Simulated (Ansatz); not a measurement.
Anatase TiO2 (metastable phase), treated with r²SCAN (plane waves, PAW; Ansatz, a program for electronic structure).

Numerical settings: plane-wave cutoff 600 eV, 10×10×10 k mesh, finite displacements, no spin polarisation, scalar-relativistic PAW data made under PBE.

Cell (measured lattice):

```yaml
crystal:
  lattice:
    - [-1.89210, 1.89210, 4.75730]
    - [1.89210, -1.89210, 4.75730]
    - [1.89210, 1.89210, -4.75730]
  atoms:
    - { symbol: Ti, position: [0.00000, 0.00000, 0.00000] }
    - { symbol: Ti, position: [0.75000, 0.25000, 0.50000] }
    - { symbol: O, position: [0.79184, 0.79184, 0.00000] }
    - { symbol: O, position: [0.54184, 0.04184, 0.50000] }
    - { symbol: O, position: [0.95816, 0.45816, 0.50000] }
    - { symbol: O, position: [0.20816, 0.20816, 0.00000] }
```

Task: What does this level give for the electronic dielectric constant ε∞ (mean over three axes) and static dielectric constant (mean over three axes)?

Result: 
electronic dielectric constant ε∞ (mean over three axes): 6.02
static dielectric constant (mean over three axes): 48.2

Measured, for comparison: high-frequency dielectric constant 5.62 (temperature not stated, not corrected to a static lattice, mean; as tabulated in Gerosa et al. (2015), arXiv:1508.02174); static dielectric constant 37.6 (temperature not stated, not corrected to a static lattice, mean of the two values across and the one along c; as tabulated in Gonzalez et al., Phys. Rev. B 55, 7014). Computed (rounded) less measured: high-frequency dielectric constant +7 %, static dielectric constant +28 %.

Note: the cell isn't this level's own, so it is under some stress, which shifts stiffness and frequencies.
